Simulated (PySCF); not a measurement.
PySCF input (PBE/def2-QZVP):

```python
import numpy as np, basis_set_exchange as bse
from pyscf import gto, scf, dft, df

basis = {'C': gto.basis.parse(bse.get_basis('def2-QZVP', elements=['C'], fmt='nwchem')), 'H': gto.basis.parse(bse.get_basis('def2-QZVP', elements=['H'], fmt='nwchem')), 'O': gto.basis.parse(bse.get_basis('def2-QZVP', elements=['O'], fmt='nwchem'))}
mol = gto.M(
    atom='''
    O    -0.00091616   -0.01015443    0.67280603
    C     0.00071614    0.00793741   -0.52591197
    H    -0.00265489    0.95544190   -1.09932737
    H     0.00568738   -0.92183092   -1.12764904
    ''',
    basis=basis,
    charge=0,
    verbose=4,
    max_memory=2160,
)
mf = dft.RKS(mol, xc='pbe')
mf.grids.level = 3
mf = mf.density_fit(auxbasis=df.autoaux(mol))
mf.conv_tol = 1e-9
mf.max_cycle = 100
print('smallest overlap eigenvalue', np.linalg.eigvalsh(mol.intor('int1e_ovlp'))[0])
mf.kernel()
dip = mf.dip_moment()
```

Output:

```
PySCF version 2.14.0

[INPUT] verbose = 4
[INPUT] num. atoms = 4
[INPUT] num. electrons = 16
[INPUT] charge = 0
[INPUT] spin (= nelec alpha-beta = 2S) = 0
[INPUT] symmetry False subgroup None
[INPUT] Mole.unit = angstrom
[INPUT] Symbol           X                Y                Z      unit          X                Y                Z       unit  Magmom
[INPUT]  1 O     -0.000916160000  -0.010154430000   0.672806030000 AA   -0.001731291486  -0.019189091651   1.271419131656 Bohr   0.0
[INPUT]  2 C      0.000716140000   0.007937410000  -0.525911970000 AA    0.001353308467   0.014999531038  -0.993829588930 Bohr   0.0
[INPUT]  3 H     -0.002654890000   0.955441900000  -1.099327370000 AA   -0.005017014991   1.805523518934  -2.077427650538 Bohr   0.0
[INPUT]  4 H      0.005687380000  -0.921830920000  -1.127649040000 AA    0.010747590566  -1.742007971956  -2.130947850229 Bohr   0.0

nuclear repulsion = 31.3982277027652
number of shells = 54
number of NR pGTOs = 220
number of NR cGTOs = 174
basis = {'C': [[0, [67025.071029, 3.8736308501e-05], [10039.986538, 0.00030107917575], [2284.9316911, 0.0015787918095], [647.1412213, 0.0066087087195], [211.09472335, 0.02336712325], [76.177643862, 0.070420716898], [29.633839163, 0.17360344953], [12.187785081, 0.32292305648]], [0, [53.026006299, 0.074897404492], [15.258502776, 0.76136220983]], [0, [5.2403957464, 1.0]], [0, [2.2905022379, 1.0]], [0, [0.69673283006, 1.0]], [0, [0.27599337363, 1.0]], [0, [0.10739884389, 1.0]], [1, [105.12555082, 0.00084647553844], [24.884461066, 0.0066274038534], [7.8637230826, 0.030120390419], [2.8407001835, 0.099951435476], [1.1227137335, 0.23826299282]], [1, [0.46050725555, 1.0]], [1, [0.18937530913, 1.0]], [1, [0.075983791611, 1.0]], [2, [1.848, 1.0]], [2, [0.649, 1.0]], [2, [0.228, 1.0]], [3, [1.419, 1.0]], [3, [0.485, 1.0]], [4, [1.011, 1.0]]], 'H': [[0, [190.69169, 0.00070815167], [28.605532, 0.0054678827], [6.5095943, 0.027966605], [1.8412455, 0.10764538]], [0, [0.59853725, 1.0]], [0, [0.21397624, 1.0]], [0, [0.080316286, 1.0]], [1, [2.292, 1.0]], [1, [0.838, 1.0]], [1, [0.292, 1.0]], [2, [2.062, 1.0]], [2, [0.662, 1.0]], [3, [1.397, 1.0]]], 'O': [[0, [116506.46908, 4.0383857939e-05], [17504.349724, 0.00031255139004], [3993.451323, 0.0016341473495], [1133.0063186, 0.0068283224757], [369.99569594, 0.024124410221], [133.62074349, 0.072730206154], [52.035643649, 0.17934429892], [21.461939313, 0.33059588895]], [0, [89.835051252, 0.096468652996], [26.428010844, 0.9411748112]], [0, [9.2822824649, 1.0]], [0, [4.0947728533, 1.0]], [0, [1.3255349078, 1.0]], [0, [0.51877230787, 1.0]], [0, [0.19772676454, 1.0]], [1, [191.1525581, 0.0025115697705], [45.233356739, 0.020039240864], [14.353465922, 0.093609064762], [5.2422371832, 0.30618127124], [2.0792418599, 0.67810501439]], [1, [0.84282371424, 1.0]], [1, [0.33617694891, 1.0]], [1, [0.12863997974, 1.0]], [2, [3.775, 1.0]], [2, [1.3, 1.0]], [2, [0.444, 1.0]], [3, [2.666, 1.0]], [3, [0.859, 1.0]], [4, [1.846, 1.0]]]}
ecp = {}
ETB for O: l = 0, exps = 0.25727995948 * 1.8^n , n = 0..15
ETB for O: l = 1, exps = 0.25727995948 * 1.8^n , n = 0..12
ETB for O: l = 2, exps = 0.25727995948 * 1.8^n , n = 0..11
ETB for O: l = 3, exps = 0.57263997974 * 2.2^n , n = 0..6
ETB for O: l = 4, exps = 0.888 * 2.2^n , n = 0..5
ETB for O: l = 5, exps = 1.303 * 2.3^n , n = 0..2
ETB for H: l = 0, exps = 0.160632572 * 1.8^n , n = 0..11
ETB for H: l = 1, exps = 0.372316286 * 2^n , n = 0..4
ETB for H: l = 2, exps = 0.584 * 2.2^n , n = 0..3
ETB for H: l = 3, exps = 0.954 * 2.2^n , n = 0..2
ETB for H: l = 4, exps = 1.324 * 2.2^n , n = 0..2
ETB for C: l = 0, exps = 0.151967583222 * 1.8^n , n = 0..15
ETB for C: l = 1, exps = 0.151967583222 * 1.8^n , n = 0..12
ETB for C: l = 2, exps = 0.151967583222 * 1.8^n , n = 0..11
ETB for C: l = 3, exps = 0.303983791611 * 2.2^n , n = 0..6
ETB for C: l = 4, exps = 0.456 * 2.2^n , n = 0..5
ETB for C: l = 5, exps = 0.713 * 2.3^n , n = 0..2
smallest overlap eigenvalue 0.00016218925049356619

******** <class 'pyscf.df.df_jk.DFRKS'> ********
method = DFRKS
initial guess = minao
damping factor = 0
level_shift factor = 0
DIIS = <class 'pyscf.scf.diis.CDIIS'>
diis_start_cycle = 1
diis_space = 8
diis_damp = 0
SCF conv_tol = 1e-09
SCF conv_tol_grad = None
SCF max_cycles = 100
direct_scf = False
XC library pyscf.dft.libxc version 7.1.2
    S. Lehtola, C. Steigemann, M. J. T. Oliveira, and M. A. L. Marques,  SoftwareX 7, 1–5 (2018)
XC functionals = pbe
    J. P. Perdew, K. Burke, and M. Ernzerhof,  Phys. Rev. Lett. 77, 3865 (1996)
    J. P. Perdew, K. Burke, and M. Ernzerhof,  Phys. Rev. Lett. 78, 1396 (1997)
    J. P. Perdew, K. Burke, and M. Ernzerhof,  Phys. Rev. Lett. 77, 3865 (1996)
    J. P. Perdew, K. Burke, and M. Ernzerhof,  Phys. Rev. Lett. 78, 1396 (1997)
radial grids:
    Treutler-Ahlrichs [JCP 102, 346 (1995); DOI:10.1063/1.469408] (M4) radial grids

becke partition: Becke, JCP 88, 2547 (1988); DOI:10.1063/1.454033
pruning grids: <function nwchem_prune>
grids dens level: 3
symmetrized grids: False
atomic radii adjust function: <function treutler_atomic_radii_adjust>
small_rho_cutoff = 0
Set gradient conv threshold to 3.16228e-05
Initial guess from minao.
tot grids = 47816
init E= -114.540819709765
  HOMO = -0.318391396225845  LUMO = -0.135862692563649  gap/eV = 4.96686
cycle= 1 E= -114.312275892556  delta_E= 0.229  |g|= 0.78  |ddm|= 1.28
  HOMO = -0.0656358919475402  LUMO = -0.00576474314274122  gap/eV = 1.62918
cycle= 2 E= -113.306668304514  delta_E= 1.01  |g|= 2.27  |ddm|= 4.66
  HOMO = -0.225396098326303  LUMO = -0.083531167729749  gap/eV = 3.86034
cycle= 3 E= -114.423647728979  delta_E= -1.12  |g|= 0.12  |ddm|= 4.37
  HOMO = -0.23839578167366  LUMO = -0.108206501524734  gap/eV = 3.54263
cycle= 4 E= -114.425507540707  delta_E= -0.00186  |g|= 0.0883  |ddm|= 0.105
  HOMO = -0.228375301080398  LUMO = -0.0954019473695311  gap/eV = 3.61839
cycle= 5 E= -114.427322445184  delta_E= -0.00181  |g|= 0.0123  |ddm|= 0.0631
  HOMO = -0.229131919953684  LUMO = -0.0958652983436572  gap/eV = 3.62637
cycle= 6 E= -114.427360440593  delta_E= -3.8e-05  |g|= 0.000977  |ddm|= 0.00972
  HOMO = -0.229278947163028  LUMO = -0.0959483860712496  gap/eV = 3.62811
cycle= 7 E= -114.427360618635  delta_E= -1.78e-07  |g|= 0.000119  |ddm|= 0.000836
  HOMO = -0.229274278279437  LUMO = -0.0959413771039017  gap/eV = 3.62817
cycle= 8 E= -114.427360621889  delta_E= -3.25e-09  |g|= 3.93e-05  |ddm|= 0.000136
  HOMO = -0.22927449371846  LUMO = -0.0959408512662492  gap/eV = 3.62819
cycle= 9 E= -114.427360622221  delta_E= -3.32e-10  |g|= 4.45e-06  |ddm|= 1.82e-05
  HOMO = -0.229275843793914  LUMO = -0.0959414680233444  gap/eV = 3.62821
Extra cycle  E= -114.42736062219  delta_E= 3.03e-11  |g|= 1.35e-05  |ddm|= 9.64e-06
converged SCF energy = -114.42736062219
Dipole moment(X, Y, Z, Debye):  0.00297,  0.03295, -2.18307
```
